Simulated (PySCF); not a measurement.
## Stationary points of HAl(OH)

These are results of PySCF, PBE0, basis Al def2-TZVP, H def2-TZVP, O def2-TZVP (no relativity, density fitting), not measurements.

Relaxations began from a few typed shapes; open shells are unrestricted. The search is not exhaustive: other isomers or separated fragments can lie lower, and high-lying points may rest on an excited occupation.

```
   spin  group                                    bonds                        angles  imaginary modes (cm⁻¹)  ΔE (kJ/mol)  ΔE with ZPE (kJ/mol)
doublet     Cs  Al–H 1.604 Å, Al–O 1.702 Å, O–H 0.956 Å  Al–O–H 124.2°, H–Al–O 114.2°                    none          0.0                   0.0
doublet     Cs  Al–H 1.613 Å, Al–O 1.700 Å, O–H 0.957 Å  Al–O–H 124.8°, H–Al–O 118.4°                    none          4.6                   3.8
```

The lowest minimum found is the doublet Cs: Al–H 1.604 Å, Al–O 1.702 Å, O–H 0.956 Å; Al–O–H 124.2°, H–Al–O 114.2°.
